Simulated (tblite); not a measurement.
Start geometry of `[PH-]c1sccc1` from a force field or distance geometry (Å):
```
atom  x, y, z in Å
P1     2.704   -0.098    0.117
C2     0.855    0.071    0.021
C3     0.002   -1.002    0.060
C4    -1.367   -0.558   -0.035
C5    -1.468    0.806   -0.104
S6     0.065    1.565   -0.094
H7     3.504    1.079    0.079
H8     0.304   -2.030    0.135
H9    -2.219   -1.230   -0.022
H10   -2.370    1.403   -0.180
```

Q: What comes out of this run: GFN2-xTB geometry optimisation, gas phase in tblite 0.8.0?

A: 
```
atom  x, y, z in Å
P1     2.709   -0.195    0.121
C2     0.971    0.004    0.038
C3     0.020   -0.999    0.058
C4    -1.300   -0.538   -0.024
C5    -1.403    0.816   -0.108
S6     0.171    1.561   -0.087
H7     2.980    1.152    0.052
H8     0.298   -2.038    0.130
H9    -2.161   -1.192   -0.021
H10   -2.277    1.434   -0.182
```

The energy falls by 0.648 eV over 24 L-BFGS steps, the largest force on an atom goes from 3.16 to 0.009 eV/Å, and the atoms move by 0.185 Å rms after alignment. The bond that changes most is P1–C2 (ends: phosphorus bonded to C and H; substituted aromatic carbon), which shortens by 0.108 Å. Bonds longer at the end by more than 0.005 Å: 3 of 10; shorter: 5. Among the angles that change most is C2–P1–H7, from 118.9° to 94.7°. Rotational constants go from 5338, 1813, 1353 to 5296, 1877, 1386 MHz. The orientation of the end geometry is arbitrary; only internal coordinates are fixed.

Its GFN2-xTB frequencies are all real (lowest 183 cm⁻¹).

One conformer stands for the species.

The numbers are calculated, not measured.
